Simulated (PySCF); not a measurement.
**Frontier levels across methods**

Species: PF2PH2, F2H2P2.
Geometry (PBE0-D3(BJ)/def2-SVP, Å), atoms numbered from 1 in this order:
```
atom  x, y, z in Å
F1    -1.4033   -0.9752   -1.0798
P2    -0.8648    0.4215   -0.4751
F3    -1.7645    0.4807    0.8639
P4     0.9580   -0.4279    0.5065
H5     1.3962    0.8808    0.8881
H6     1.6830   -0.3771   -0.7268
```

Basis pcSseg-2 throughout (PySCF), one geometry. The structure is a single PBE0-D3(BJ)/def2-SVP conformer in the gas phase; no vibrational or solvent corrections.

Question: How do the orbital energies, the gap and the dipole change with the method?

Answer: 
```tsv
method	kind	HOMO (eV)	LUMO (eV)	gap (eV)	μ (D)	SCF cycles
BLYP	GGA	-6.12	-1.64	4.48	1.90	13
B97-D	GGA	-6.24	-1.65	4.58	1.89	14
OPBE	GGA	-6.24	-1.68	4.56	1.83	15
PBE	GGA	-6.25	-1.79	4.46	1.89	14
KT2	GGA	-6.32	-1.88	4.44	1.95	16
KT3	GGA	-6.35	-1.82	4.52	1.90	16
BP86	GGA	-6.35	-1.85	4.50	1.89	13
LDA	LDA	-6.37	-2.01	4.36	2.04	14
B3LYP	global hybrid	-7.19	-1.08	6.11	2.06	13
PBE0	global hybrid	-7.39	-0.86	6.53	2.07	13
mPW1PW91	global hybrid	-7.42	-0.87	6.55	2.07	13
HF	Hartree–Fock	-9.98	2.35	12.33	2.33	11
```

The HOMO spans 3.86 eV, from BLYP down to HF, and the gap runs from 4.36 eV (LDA) to 12.33 eV (HF). Over the methods BLYP (0 %), B97-D (0 %), OPBE (0 %), PBE (0 %), KT2 (0 %), KT3 (0 %), BP86 (0 %), LDA (0 %), B3LYP (20 %), PBE0 (25 %), mPW1PW91 (25 %), HF (100 %), a straight line through the gap against the share of exact exchange rises by 0.79 eV for each 10 % (correlation coefficient 1.000). The dipole ranges from 1.83 D (OPBE) to 2.33 D (HF). This basis has no diffuse functions.
